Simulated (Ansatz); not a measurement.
Antifluorite Mg₂Ge

The numbers are results of PBEsol (Ansatz, a first-principles code, PAW), not measurements.

Settings: plane-wave cutoff 520 eV, 12×12×12 k mesh, perturbation theory, force constants from a 4×4×4 q mesh, scalar-relativistic PAW data made under PBE.

Cell: relaxed at this level.

| Quantity | Result |
|---|---|
| zero-point energy | 0.035 eV/atom |

Cost on a shared machine: around 40 core-minutes (rough).
